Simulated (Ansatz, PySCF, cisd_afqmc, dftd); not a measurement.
Reaction: CH2O (formaldehyde, SMILES C=O) → CH2O+ (parent SMILES O=C, doublet) + e-
Each species at its own B3LYP-D3(BJ)/def2-TZVP minimum (Ansatz, a first-principles code).

Quantity: adiabatic ionisation energy (0 K, zero-point energies from PySCF's Hessians at B3LYP-D3(BJ)/def2-TZVP), in eV. Radicals and triplets start from unrestricted determinants; spin-orbit coupling is neglected. Cores are frozen in correlated methods. Rows without X2C or -DK are non-relativistic. AFQMC is phaseless with a CISD trial state; ± is one standard error, without the phaseless bias. Outlying blocks are dropped, and bars are widened where a walk drifts. Over all cases where full CI ran beside it in this data, AFQMC minus full CI had a median of +0.1 mEh and passed +0.4 mEh in a tenth of the cases. CBS(X,Y): correlation extrapolated as X^-3, Hartree-Fock from the larger set (Q,5: extrapolated as (X+1)exp(-9√X)). A bracket is a step between two methods taken in the basis named. Functionals run without relativity, which enters their misses. Double hybrids freeze cores in their MP2 part. '+ core + X2C': CCSD(T) terms for core correlation (cc-pwCVTZ) and scalar relativity (cc-pVTZ-DK). The UHF reference of CH2O+ (parent SMILES C=O, doublet) is spin-contaminated (<S^2> up to 0.04 over the pure value in the sets run).

Measured: 10.88 eV (CCCBDB table in ASE).

```
level                                                                                                               program  adiabatic ionisation energy (eV)  error against that value
------------------------------------------------------------------------------------------------------  -------------------  --------------------------------  ------------------------
HF/cc-pVTZ                                                                                                           Ansatz                              9.35                     -1.53
r2SCAN-D4/def2-TZVPD                                                                                         Ansatz + dftd4                             10.59                     -0.29
r2SCAN/def2-TZVPD                                                                                                    Ansatz                             10.58                     -0.30
PBE0-D4/def2-TZVPD                                                                                           Ansatz + dftd4                             10.68                     -0.20
B2PLYP-D3(BJ)/def2-TZVPD                                                                                     Ansatz + dftd3                             10.80                     -0.08
MP2/cc-pVDZ                                                                                                          Ansatz                             10.76                     -0.12
MP2/cc-pVTZ                                                                                                          Ansatz                             11.14                      0.26
MP2/cc-pVQZ                                                                                                          Ansatz                             11.27                      0.39
MP2/CBS(cc-pVTZ,cc-pVQZ)                                                                                             Ansatz                             11.35                      0.47
MP2/CBS(cc-pVQZ,cc-pV5Z)                                                                                             Ansatz                             11.37                      0.49
CCSD/CBS(cc-pVTZ,cc-pVQZ)                                                                                            Ansatz                             10.82                     -0.06
CCSDT(Q)/cc-pVDZ                                                                                                     Ansatz                             10.35                     -0.53
CCSDT(Q)/cc-pVTZ                                                                                                     Ansatz                             10.70                     -0.18
CCSDTQ/cc-pVDZ                                                                                                       Ansatz                             10.35                     -0.53
AFQMC/CISD/cc-pVDZ                                                                                               cisd_afqmc                      10.37 ± 0.02                     -0.51
CCSD(T)/CBS(cc-pVQZ,cc-pV5Z) + [AFQMC/CISD - CCSD(T)]/cc-pVDZ + core + X2C                              Ansatz + cisd_afqmc                      10.93 ± 0.02                      0.05
CCSD(T)/CBS(cc-pVQZ,cc-pV5Z) + [CCSDT(Q) - CCSD(T)]/cc-pVTZ + [CCSDTQ - CCSDT(Q)]/cc-pVDZ + core + X2C               Ansatz                             10.90                      0.02
```
